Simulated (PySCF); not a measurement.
Assigning NMR signals

Bonds (- single, = double, # triple, : aromatic): F1-C2 1.331 Å, C2=C3 1.327 Å, C3-C4 1.511 Å, C4-C5 1.554 Å, C5-F6 1.368 Å, C5-C2 1.504 Å. C3 carries H7; C4 carries H8, H9; C5 carries H10. Stereochemistry as in FC1=CC[C@H]1F. H8 is cis to F6 on the ring; H9 is trans to F6 on the ring.

[PySCF 2.14.0 with density-fitted response routines: B3LYP/pcJ-1 coupling constants (spin–dipole term only in couplings to heteroatoms); geometry: GFN2-xTB; PBE0/pcSseg-1 with gauge-including orbitals; no relativistic terms; gas phase; one computed conformer]

Shifts are taken against calculated references (same method and geometry level): $^{13}$C (σref 186.93) and $^{1}$H (σref 31.72) vs TMS.

Q: Assign these signals to the numbered atoms. $^{13}$C{$^{1}$H} NMR (computed): δ 163.6 (C, dd, J = 426.1, 17.4 Hz), 116.8 (CH, dd, J = 14.8, 10.0 Hz), 94.0 (CH, dd, J = 272.7, 21.2 Hz), 30.7 (CH2, dd, J = 21.0, 18.9 Hz).

A: 
```tsv
δ (ppm)	atoms	environment	reason
163.6	C2	fully substituted alkene carbon	the olefinic region
116.8	C3	alkene CH	the olefinic region
94.0	C5	allylic sp3 CH bonded to F	deshielded by the electronegative neighbour
30.7	C4	allylic sp3 CH2	aliphatic region, no heteroatom directly attached
```

Q: Assign these signals to the numbered atoms. $^{1}$H NMR (500 MHz, computed): δ 5.73 (m, 1H), 5.26 (ddq, J = 9.1, 4.1, 1.6 Hz, 1H), 2.39 (m, 1H), 2.32 (m, 1H).

A: 
```tsv
δ (ppm)	atoms	environment	reason
5.73	H10	hydrogen on an allylic sp3 CH bonded to F	its carbon carries F, which withdraws density
5.26	H7	hydrogen on an alkene CH	olefinic region
2.39	H9	hydrogen on an allylic sp3 CH2	allylic position
2.32	H8	hydrogen on an allylic sp3 CH2	–
```

H9 and H8 lie closer than the usual error of such a calculation, so a measured spectrum could show them in the other order.

Common functionals overestimate the size of one-bond C–F couplings by tens of Hz; these are unscaled. Splittings below 1 Hz are ignored in the labels, and close J values are merged. Unscaled 3J(H,H) at this level run about 10 % above measured values. Shifts are as computed. Against solution values, carbons near 30 ppm lie about +3 ppm off and those near 130 ppm about +5 ppm. Of 1211 compounds with measured shifts, 218 miss one by over three times the rms of a fit or turn the order of signals round; such compounds aren't used in these exercises.
